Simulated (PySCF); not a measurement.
Species: P2.
SMILES: `P#P`

Method used: BHandHLYP/6-31+G* geometry optimisation, gas phase in PySCF.

Masses are those of the commonest isotopes; rigid-rotor values at the optimised geometry. 

Problem. What are the moment of inertia and the rotational constant?

Solution. I = 54.612 u·Å², B = 505379 MHz·u·Å²/I = 9254 MHz (0.3087 cm⁻¹, or 0.444 K as hB/k). For two atoms I = μr² with μ = 15.4869 u and r = 1.8779 Å.

Problem. List the first levels of a rigid rotor in a Σ state.

Solution. E(J) = BJ(J+1): J = 1: 0.617, J = 2: 1.852, J = 3: 3.704, J = 4: 6.174, J = 5: 9.260, J = 6: 12.965 cm⁻¹.

Problem. Has it a pure rotational spectrum?

Solution. Not by electric dipole: D∞h allows no dipole (computed 0.00 D). Rotational Raman lines (ΔJ = 2) lie at B(4J + 6), spaced by 4B = 1.235 cm⁻¹, with nuclear-spin weights that differ between even and odd J.

BHandHLYP/6-31+G* frequencies: not computed here. These are rigid-rotor constants of the computed structure; measured ground-state constants (B0) also hold zero-point vibration.

Hardware: one thread, Arm Neoverse V1 (aarch64) (shared host). Cost: 1.8 s, 0.24 GiB resident at most. These figures are those of the optimisation.
